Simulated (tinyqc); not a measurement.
Inside a calculation. Method: MP2 on RHF in the sto-3g basis, for OH-, spin multiplicity 1. The basis has no diffuse functions, so it cannot describe the extra electron: this is an exercise in the method, not the real anion. Computed by tinyqc, a small Python program that keeps every step (integrals from PySCF). Settings: charge = -1, multiplicity = 1, basis = sto-3g, method = RHF, energy threshold = 1e-10, iteration cap = 64, orthogonalisation = canonical, start = Wolfsberg-Helmholz matrix, DIIS depth = 6. Command: `OMP_NUM_THREADS=1 python tinyqc.py 21678 21679 out.jsonl` (the two numbers bound the seeds that draw the settings). One thread of a shared host (Intel(R) Xeon(R) Processor @ 2.60GHz), about 0.1 s of CPU time with the checks. The early iterations of the SCF are left out here.

## One-electron integrals

Geometry (angstrom):
```
atom        x        y        z
O     0.00000  0.00000  0.00000
H     0.00000  0.00000  1.18400
```

Basis sto-3g: exponents (1/bohr^2) and contraction coefficients of normalised primitives:
```
element  l (shell)   exponent  coefficient
O            s (1)  130.70932      0.15433
O            s (1)   23.80886      0.53533
O            s (1)    6.44361      0.44463
O            s (2)    5.03315     -0.09997
O            s (2)    1.16960      0.39951
O            s (2)    0.38039      0.70012
O            p (3)    5.03315      0.15592
O            p (3)    1.16960      0.60768
O            p (3)    0.38039      0.39196
H            s (1)    3.42525      0.15433
H            s (1)    0.62391      0.53533
H            s (1)    0.16886      0.44463
```

Overlap, kinetic and nuclear-attraction integrals over the contracted functions; the nuclear repulsion is the sum of Za Zb / Rab.

nuclear repulsion = 3.5755217 hartree

overlap S, order 1O 1s, 1O 2s, 1O 2px, 1O 2py, 1O 2pz, 2H 1s:
```
[[1.00000, 0.23670, 0.00000, 0.00000, 0.00000, 0.03148],
 [0.23670, 1.00000, 0.00000, 0.00000, 0.00000, 0.33915],
 [0.00000, 0.00000, 1.00000, 0.00000, 0.00000, 0.00000],
 [0.00000, 0.00000, 0.00000, 1.00000, 0.00000, 0.00000],
 [0.00000, 0.00000, 0.00000, 0.00000, 1.00000, 0.30842],
 [0.03148, 0.33915, 0.00000, 0.00000, 0.30842, 1.00000]]
```

kinetic energy T (hartree), order 1O 1s, 1O 2s, 1O 2px, 1O 2py, 1O 2pz, 2H 1s:
```
[[29.00320, -0.16801, 0.00000, 0.00000, 0.00000, -0.00890],
 [-0.16801, 0.80813, 0.00000, 0.00000, 0.00000, 0.04523],
 [0.00000, 0.00000, 2.52873, 0.00000, 0.00000, 0.00000],
 [0.00000, 0.00000, 0.00000, 2.52873, 0.00000, 0.00000],
 [0.00000, 0.00000, 0.00000, 0.00000, 2.52873, 0.14100],
 [-0.00890, 0.04523, 0.00000, 0.00000, 0.14100, 0.76003]]
```

nuclear attraction V (hartree), order 1O 1s, 1O 2s, 1O 2px, 1O 2py, 1O 2pz, 2H 1s:
```
[[-61.06540, -7.28887, 0.00000, 0.00000, -0.01015, -0.99180],
 [-7.28887, -9.49758, 0.00000, 0.00000, -0.12557, -2.40798],
 [0.00000, 0.00000, -9.39997, 0.00000, 0.00000, 0.00000],
 [0.00000, 0.00000, 0.00000, -9.39997, 0.00000, 0.00000],
 [-0.01015, -0.12557, 0.00000, 0.00000, -9.47447, -1.94070],
 [-0.99180, -2.40798, 0.00000, 0.00000, -1.94070, -4.74900]]
```

core Hamiltonian H = T + V (hartree), order 1O 1s, 1O 2s, 1O 2px, 1O 2py, 1O 2pz, 2H 1s:
```
[[-32.06220, -7.45688, 0.00000, 0.00000, -0.01015, -1.00070],
 [-7.45688, -8.68945, 0.00000, 0.00000, -0.12557, -2.36275],
 [0.00000, 0.00000, -6.87124, 0.00000, 0.00000, 0.00000],
 [0.00000, 0.00000, 0.00000, -6.87124, 0.00000, 0.00000],
 [-0.01015, -0.12557, 0.00000, 0.00000, -6.94574, -1.79970],
 [-1.00070, -2.36275, 0.00000, 0.00000, -1.79970, -3.98896]]
```

## Two-electron integrals

Functions are numbered as in S; the eight-fold symmetry (ij|kl) = (ji|kl) = (kl|ij) leaves the list below.

Two-electron integrals (ij|kl) in chemists' order, unique and non-zero (hartree):
```
(11|11) 4.78507   (21|11) 0.74138   (21|21) 0.13687   (22|11) 1.11895
(22|21) 0.25663   (22|22) 0.81721   (31|31) 0.02448   (32|31) 0.03781
(32|32) 0.18052   (33|11) 1.11581   (33|21) 0.25668   (33|22) 0.81702
(33|33) 0.88016   (41|41) 0.02448   (42|41) 0.03781   (42|42) 0.18052
(43|43) 0.04744   (44|11) 1.11581   (44|21) 0.25668   (44|22) 0.81702
(44|33) 0.78527   (44|44) 0.88016   (51|51) 0.02448   (52|51) 0.03781
(52|52) 0.18052   (53|53) 0.04744   (54|54) 0.04744   (55|11) 1.11581
(55|21) 0.25668   (55|22) 0.81702   (55|33) 0.78527   (55|44) 0.78527
(55|55) 0.88016   (61|11) 0.09969   (61|21) 0.01827   (61|22) 0.03410
(61|33) 0.03404   (61|44) 0.03404   (61|51) 0.00083   (61|52) 0.00156
(61|55) 0.03424   (61|61) 0.00247   (62|11) 0.26841   (62|21) 0.06245
(62|22) 0.22340   (62|33) 0.21942   (62|44) 0.21942   (62|51) 0.00468
(62|52) 0.03739   (62|55) 0.23113   (62|61) 0.00852   (62|62) 0.07880
(63|31) 0.00621   (63|32) 0.03732   (63|53) 0.00755   (63|63) 0.01064
(64|41) 0.00621   (64|42) 0.03732   (64|54) 0.00755   (64|64) 0.01064
(65|11) 0.20437   (65|21) 0.04812   (65|22) 0.18382   (65|33) 0.17570
(65|44) 0.17570   (65|51) 0.00934   (65|52) 0.06607   (65|55) 0.19985
(65|61) 0.00682   (65|62) 0.07886   (65|65) 0.08867   (66|11) 0.44005
(66|21) 0.10401   (66|22) 0.42874   (66|33) 0.41247   (66|44) 0.41247
(66|51) 0.00918   (66|52) 0.10359   (66|55) 0.46077   (66|61) 0.01427
(66|62) 0.19961   (66|65) 0.22806   (66|66) 0.77461
```

## Orthogonalisation

S = U s U^T; canonical form X = U s^(-1/2), so that X^T S X = 1. Each column of U has its largest component positive (the first on a tie).

eigenvalues of S: [0.51633, 0.84072, 1.00000, 1.00000, 1.13663, 1.50632]

X, order 1O 1s, 1O 2s, 1O 2px, 1O 2py, 1O 2pz, 2H 1s:
```
[[0.33445, 0.74022, 0.00000, 0.00000, 0.58240, 0.25252],
 [-0.80505, -0.45801, 0.00000, 0.00000, 0.37039, 0.47023],
 [0.00000, 0.00000, -0.67409, 0.73865, 0.00000, 0.00000],
 [0.00000, 0.00000, 0.73865, 0.67409, 0.00000, 0.00000],
 [-0.58324, 0.58382, 0.00000, 0.00000, -0.58072, 0.32026],
 [0.91466, -0.30152, 0.00000, 0.00000, -0.25726, 0.52576]]
```

Within a degenerate level the vectors are fixed only up to a rotation; this is one choice.

## Iteration 7 (converged): orbitals

converged F (hartree), order 1O 1s, 1O 2s, 1O 2px, 1O 2py, 1O 2pz, 2H 1s:
```
[[-19.45494, -4.98518, 0.00000, 0.00000, -0.01750, -0.67696],
 [-4.98518, -1.79564, 0.00000, 0.00000, -0.00015, -0.50038],
 [0.00000, 0.00000, 0.20780, 0.00000, 0.00000, 0.00000],
 [0.00000, 0.00000, 0.00000, 0.20780, 0.00000, 0.00000],
 [-0.01750, -0.00015, 0.00000, 0.00000, 0.52189, -0.26957],
 [-0.67696, -0.50038, 0.00000, 0.00000, -0.26957, 0.04062]]
```

Diagonalise F' = X^T F X, C = X C', fill 5 alpha and 5 beta electrons from the bottom; D = 2 C_occ C_occ^T. Each column has its largest component positive (the first on a tie).

F' = X^T F X (hartree):
```
[[0.17309, -2.42217, 0.00000, 0.00000, -1.83061, -1.08621],
 [-2.42217, -7.23096, 0.00000, 0.00000, -8.05384, -4.40127],
 [0.00000, 0.00000, 0.20780, 0.00000, 0.00000, 0.00000],
 [0.00000, 0.00000, 0.00000, 0.20780, 0.00000, 0.00000],
 [-1.83061, -8.05384, 0.00000, 0.00000, -8.58779, -5.20441],
 [-1.08621, -4.40127, 0.00000, 0.00000, -5.20441, -3.27760]]
```

orbital energies (hartree): [-19.46337, -0.57893, 0.07783, 0.20780, 0.20780, 1.04121]

coefficients C, order 1O 1s, 1O 2s, 1O 2px, 1O 2py, 1O 2pz, 2H 1s:
```
[[0.99451, -0.24840, 0.08675, 0.00000, 0.00000, -0.06679],
 [0.02284, 0.94005, -0.44189, 0.00000, 0.00000, 0.36974],
 [0.00000, 0.00000, 0.00000, 0.54204, 0.84035, 0.00000],
 [0.00000, 0.00000, 0.00000, 0.84035, -0.54204, 0.00000],
 [0.00216, 0.01264, 0.49739, 0.00000, 0.00000, 0.93448],
 [-0.00450, 0.19906, 0.74739, 0.00000, 0.00000, -0.81968]]
```

D after iteration 7, order 1O 1s, 1O 2s, 1O 2px, 1O 2py, 1O 2pz, 2H 1s:
```
[[2.11658, -0.49826, 0.00000, 0.00000, 0.08433, 0.02183],
 [-0.49826, 2.15895, 0.00000, 0.00000, -0.41573, -0.28648],
 [0.00000, 0.00000, 2.00000, 0.00000, 0.00000, 0.00000],
 [0.00000, 0.00000, 0.00000, 2.00000, 0.00000, 0.00000],
 [0.08433, -0.41573, 0.00000, 0.00000, 0.49513, 0.74850],
 [0.02183, -0.28648, 0.00000, 0.00000, 0.74850, 1.19647]]
```

Within a degenerate level the vectors are fixed only up to a rotation; this is one choice.

## Convergence

Stop when the energy changes by less than 1e-10 hartree and every element of the error matrix X^T (F D S - S D F) X is below 3e-06.

Course of the cycle:
```
iteration  E (hartree)     change  largest element of the error matrix
1          -73.5233437          -                             5.13e-01
2          -74.0507066  -5.27e-01                             1.07e-01
3          -74.0577527  -7.05e-03                             2.03e-02
4          -74.0579662  -2.14e-04                             4.15e-04
5          -74.0579664  -1.60e-07                             1.21e-05
6          -74.0579664  -1.35e-10                             3.54e-07
7          -74.0579664  -4.26e-14                             1.28e-10
```

PySCF RHF in the same basis = -74.0579664 hartree

Converged in 7 iterations.

## Integrals over molecular orbitals

(pq|rs) = sum C_ip C_jq C_kr C_ls (ij|kl), one index at a time.

one-electron integrals over orbitals h = C^T H C (hartree):
```
[[-32.04534, 0.60732, -0.20400, 0.00000, 0.00000, 0.15911],
 [0.60732, -7.13107, 0.70109, 0.00000, 0.00000, -0.79865],
 [-0.20400, 0.70109, -5.16574, 0.00000, 0.00000, -1.52100],
 [0.00000, 0.00000, 0.00000, -6.87124, 0.00000, 0.00000],
 [0.00000, 0.00000, 0.00000, 0.00000, -6.87124, 0.00000],
 [0.15911, -0.79865, -1.52100, 0.00000, 0.00000, -5.71397]]
```

Two-electron integrals over orbitals (pq|rs), unique and non-zero (hartree):
```
(11|11) 4.74712    (21|11) -0.44668   (21|21) 0.06593    (22|11) 1.04635
(22|21) -0.01810   (22|22) 0.73543    (31|11) 0.15504    (31|21) -0.02268
(31|22) 0.00825    (31|31) 0.01512    (32|11) -0.18293   (32|21) 0.00677
(32|22) -0.06091   (32|31) 0.00961    (32|32) 0.12760    (33|11) 0.70686
(33|21) -0.00620   (33|22) 0.58181    (33|31) -0.00077   (33|32) 0.01497
(33|33) 0.62080    (41|41) 0.02596    (42|41) 0.03420    (42|42) 0.15719
(43|41) -0.01091   (43|42) -0.04369   (43|43) 0.03198    (44|11) 1.11535
(44|21) -0.01303   (44|22) 0.76708    (44|31) 0.00454    (44|32) -0.09984
(44|33) 0.56304    (44|44) 0.88016    (51|51) 0.02596    (52|51) 0.03420
(52|52) 0.15719    (53|51) -0.01091   (53|52) -0.04369   (53|53) 0.03198
(54|54) 0.04744    (55|11) 1.11535    (55|21) -0.01303   (55|22) 0.76708
(55|31) 0.00454    (55|32) -0.09984   (55|33) 0.56304    (55|44) 0.78527
(55|55) 0.88016    (61|11) -0.12010   (61|21) 0.01835    (61|22) -0.00198
(61|31) 0.00607    (61|32) 0.02135    (61|33) -0.00632   (61|44) -0.00337
(61|55) -0.00337   (61|61) 0.02608    (62|11) 0.16274    (62|21) -0.00433
(62|22) 0.08549    (62|31) 0.01634    (62|32) 0.04736    (62|33) 0.00075
(62|44) 0.08918    (62|55) 0.08918    (62|61) 0.02288    (62|62) 0.11004
(63|11) 0.30272    (63|21) -0.00463   (63|22) 0.14660    (63|31) -0.00276
(63|32) -0.11305   (63|33) 0.00182    (63|44) 0.17524    (63|55) 0.17524
(63|61) -0.00912   (63|62) 0.02422    (63|63) 0.18150    (64|41) 0.00801
(64|42) 0.03263    (64|43) 0.01350    (64|64) 0.03799    (65|51) 0.00801
(65|52) 0.03263    (65|53) 0.01350    (65|65) 0.03799    (66|11) 0.94251
(66|21) -0.01148   (66|22) 0.67494    (66|31) 0.01128    (66|32) 0.00807
(66|33) 0.62009    (66|44) 0.66842    (66|55) 0.66842    (66|61) 0.00905
(66|62) 0.08047    (66|63) 0.06905    (66|66) 0.70992
```

## Second-order Moller-Plesset energy

Hartree-Fock energy = -74.0579664 hartree

E2 = sum_ijab (ia|jb) [2 (ia|jb) - (ib|ja)] / (e_i + e_j - e_a - e_b) over occupied i, j and virtual a, b; the opposite-spin part is (ia|jb)^2 / denominator, the rest is same-spin, and SCS-MP2 scales them by 6/5 and 1/3.

Terms:
```
i  j  a  b   (ia|jb)   (ib|ja)  denominator       term
3  3  6  6   0.18150   0.18150     -1.92674   -0.01710
2  2  6  6   0.11004   0.11004     -3.24027   -0.00374
5  5  6  6   0.03799   0.03799     -1.66680   -0.00087
4  4  6  6   0.03799   0.03799     -1.66680   -0.00087
2  3  6  6   0.02422   0.02422     -2.58351   -0.00023
3  2  6  6   0.02422   0.02422     -2.58351   -0.00023
1  2  6  6   0.02288   0.02288    -22.12471  -2.37e-05
2  1  6  6   0.02288   0.02288    -22.12471  -2.37e-05
1  1  6  6   0.02608   0.02608    -41.00916  -1.66e-05
3  1  6  6  -0.00912  -0.00912    -21.46795  -3.87e-06
1  3  6  6  -0.00912  -0.00912    -21.46795  -3.87e-06
```

Pair energies (hartree; pair i-j sums ij and ji):
```
pair  opposite spin  same spin
1-1       -1.66e-05    0.00000
2-1       -4.73e-05    0.00000
2-2        -0.00374    0.00000
3-1       -7.74e-06    0.00000
3-2        -0.00045    0.00000
3-3        -0.01710    0.00000
4-4        -0.00087    0.00000
5-5        -0.00087    0.00000
```

MP2 correlation energy = -0.0230918 hartree

SCS-MP2 correlation energy = -0.0277102 hartree

MP2 total energy = -74.0810582 hartree
